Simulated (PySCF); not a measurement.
# Al: ionisation energy

Al [Ne] 3s2 3p1 (2P) → Al⁺ [Ne] 3s2 (1S), as a difference of total energies. Calculation: PySCF 2.14, in x2c-QZVPPall (9s6p4d2f1g, 70 functions); scalar relativity by spin-free X2C-1e. Correlated levels: valence: [Ne] frozen. The calculations carry no spin-orbit coupling.

```csv
method,ionisation energy (eV),plus first-order spin-orbit estimate,error of that sum (eV)
UHF,5.600,5.607,-0.379
MP2 (valence),5.843,5.851,-0.135
SCS-MP2 (valence),5.829,5.837,-0.149
CCSD (valence),5.924,5.932,-0.054
CCSD(T) (valence),5.959,5.967,-0.019
```

Reference: 5.986 eV (measured; NIST Atomic Spectra Database, ionization energies).

A first-order spin-orbit estimate (lowest level to lowest level, LS coupling) adds 0.008 eV.

Errors of the correlated levels include the incompleteness of this basis and the frozen core.
